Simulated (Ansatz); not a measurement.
## A reaction path, image by image

SiNH₅S, singlet, from SiNH₅S ([NH2][SiH2][SH]) to a complex of SiNH₃ ([NH][SiH2]) + H₂S; PBE0-D4/def2-SVP (Ansatz 0.2.0). Settings:

```yaml
hamiltonian: {xc: pbe0, dispersion: d4}
neb:
  images: 5
  climbing: true
  max_iterations: 40
  initial_path: idpp
```

First end:

Si1  (0.017, 0.286, 0.567)
S2  (1.704, 1.119, -0.469)
N3  (-1.159, -0.540, -0.361)
H4  (-1.046, -1.523, -0.549)
H5  (0.488, -0.690, 1.579)
H6  (-0.585, 1.492, 1.182)
H7  (2.218, -0.068, -0.833)
H8  (-1.637, -0.077, -1.117)
(Å)

Second end:

Si1  (-0.454, 0.205, 0.864)
S2  (1.523, 0.373, -1.067)
N3  (-1.675, -0.537, 0.146)
H4  (0.653, -0.331, -1.810)
H5  (0.463, -0.623, 1.681)
H6  (-0.276, 1.655, 1.174)
H7  (2.163, -0.737, -0.664)
H8  (-2.396, -0.005, -0.324)
(Å)

The ends were relaxed with PBE0-D4 in triple zeta, so they are not quite minima here (largest force components 0.30 and 0.36 eV/Å).

Energies along the converged band: It took 25 iterations. Path lengths are measured after rigid turns and shifts between images are taken out.
```csv
image,path length (Å),energy (kJ/mol)
0,0.00,0.0
1,0.64,1.3
2,1.29,8.3
3,1.93,18.2
4,2.58,111.0
5 (climbing),3.22,286.5
6,4.27,273.1
```
Energies count from the first end.

The images between the ends:
Image 1:
```xyz
8
angstrom
Si 0.0220 0.2714 0.5362
S 1.7473 0.9979 -0.5500
N -1.2045 -0.5536 -0.3535
H -0.9662 -1.3754 -0.8989
H 0.5396 -0.6385 1.5975
H -0.6082 1.4989 1.0948
H 2.3631 -0.2044 -0.5790
H -1.8933 0.0036 -0.8473
```

Image 2:
```xyz
8
angstrom
Si 0.0230 0.2731 0.5508
S 1.7776 0.8220 -0.5829
N -1.1611 -0.5363 -0.4111
H -0.8462 -1.0283 -1.2400
H 0.5062 -0.5689 1.6841
H -0.5727 1.5342 1.0795
H 2.3245 -0.4106 -0.4963
H -2.0514 -0.0851 -0.5841
```

Image 3:
```xyz
8
angstrom
Si 0.0007 0.2864 0.6228
S 1.7247 0.6454 -0.6363
N -1.0946 -0.5253 -0.4439
H -0.6412 -0.5720 -1.3526
H 0.4387 -0.5431 1.7822
H -0.4966 1.5964 1.1497
H 2.1317 -0.6427 -0.5738
H -2.0635 -0.2449 -0.5481
```

Image 4:
```xyz
8
angstrom
Si -0.1276 0.2783 0.7234
S 1.5207 0.4516 -0.8954
N -1.1296 -0.5074 -0.4208
H -0.2967 -0.3887 -1.1502
H 0.4949 -0.5641 1.7687
H -0.4843 1.6213 1.2905
H 2.0697 -0.7574 -0.6365
H -2.0472 -0.1336 -0.6797
```

Image 5:
```xyz
8
angstrom
Si -0.3405 0.2359 0.8222
S 1.4513 0.3686 -1.0768
N -1.2981 -0.5416 -0.2457
H 0.1716 -0.2804 -1.2326
H 0.5353 -0.5630 1.7202
H -0.4534 1.6416 1.3293
H 2.0582 -0.7755 -0.6905
H -2.1245 -0.0856 -0.6262
```

The band counts as converged below 0.05 eV/Å. The run took about 4.1 min on 2 CPU threads of an Intel Xeon Platinum 8259CL (shared host).
